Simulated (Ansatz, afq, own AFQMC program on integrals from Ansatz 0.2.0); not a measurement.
# Where AFQMC and coupled cluster stand for HBr₂, doublet

```xyz
3

Br    0.0000    0.0000   -1.6132
H     0.0000    0.0000   -0.1926
Br    0.0000    0.0000    1.8058
```

Connectivity, by distances: Br ··· Br, 1 bridging H.

Basis cc-pVTZ. Noble-gas cores (and the filled d shells of Ga–Kr and In–Xe) are frozen. AFQMC by an in-house program on the Cholesky factors that Ansatz 0.2.0 writes for its CCSD(T) run. ph-AFQMC/CISD is guided by a CISD state made of CCSD amplitudes; releasing the constraint for a short imaginary time cuts its bias at the price of noise, slowly where states lie close. Error bars are statistical, one sigma. No spin–orbit coupling.

Determinant: UHF, the one that the program's search chose, which needn't be the lowest solution. The geometry is a point of a scan.

No full CI on the walks' own integrals is used here; CCSDT(Q) serves as the reference and is uncertain by about the last step of the cluster series.

Cautions: no relativity below Rb; no spin-orbit coupling; inner d shell frozen.

```
T1 diagnostic                               : 0.0095
weight of the determinant in the CISD state : 0.862
⟨S²⟩ of the determinant                     : 0.766
size of the correlated space                : 15 electrons in 72 orbitals
```

| level | correlation energy (eV) |
| --- | --- |
| MP2 | -8.6272 |
| CCSD | -9.6365 |
| CCSD(T) | -9.9694 |

Question: Estimate where AFQMC with the constraint released lies against CCSD(T) on the same integrals.

Answer: 3.0 ± 0.5 kJ/mol below CCSD(T).

Reference: CCSDT(Q), correlation energy -10.010 eV. The released energy is read at 1.50 1/Eh (meV from the phaseless value at times in 1/Eh: -1 ± 5 at 0.24, -10 ± 5 at 0.51, -7 ± 5 at 0.99, 0 ± 5 at 1.50).

| level | E − E(reference) (kJ/mol) | share of correlation (%) |
| --- | --- | --- |
| CCSD(T) | 3.9 | 99.59 |
| CCSDT | 1.2 | 99.88 |
| ph-AFQMC/CISD | 0.9 ± 0.5 | 99.91 |
| released AFQMC | 0.9 ± 0.5 | 99.90 |

A walk keeps the symmetry of its determinant, which the program's search chose and which needn't be the lowest solution, so a lower state of the same spin and another symmetry isn't excluded. Released energies are given only where the last usable release times agree within the noise; a slower fall can still hide under it.
